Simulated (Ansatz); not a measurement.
Relaxation of CH5O (7 atoms, charge 1, multiplicity 1), to a largest force component of 0.015 eV/Å in at most 40 steps.

Level of theory: RKS PBE/STO-3G (Ansatz 0.2.0).

```xyz
7
Properties=species:S:1:pos:R:3
C -0.290 -0.412 -0.298
O 0.299 0.505 0.679
H -0.020 -1.425 -0.005
H -1.372 -0.302 -0.242
H 0.058 -0.206 -1.309
H -0.400 1.035 1.119
H 0.829 0.010 1.341
```

Q: Where does it end, and by what steps?

A: The forces met the threshold. Limits of this set-up: minimal basis, the dipole of an ion depends on the origin. After 9 steps the energy has fallen by 0.363 eV; H7 moved furthest, 0.60 Å.

```
step  energy less start (eV)  largest force component (eV/Å)  accepted
   0                  0.0000                           1.818       yes
   1                 -0.2461                           0.622       yes
   2                 -0.2746                           0.302       yes
   3                 -0.2919                           0.539       yes
   4                 -0.2504                           1.317        no
   5                 -0.3150                           0.216       yes
   6                 -0.3319                           0.264       yes
   7                 -0.3578                           0.096       yes
   8                 -0.3582                           0.362       yes
   9                 -0.3626                           0.014       yes
```

```xyz
7
Properties=species:S:1:pos:R:3
C -0.307 -0.483 -0.303
O 0.440 0.390 0.721
H 0.219 -1.466 -0.282
H -1.381 -0.565 -0.006
H -0.171 0.036 -1.280
H -0.020 1.317 0.772
H 0.325 -0.024 1.663
```

Whether the end is a true minimum wasn't checked by a vibrational analysis.

The run took 6.3 s on 1 thread of Arm Neoverse V1, on a shared host, peak memory 0.09 GiB.
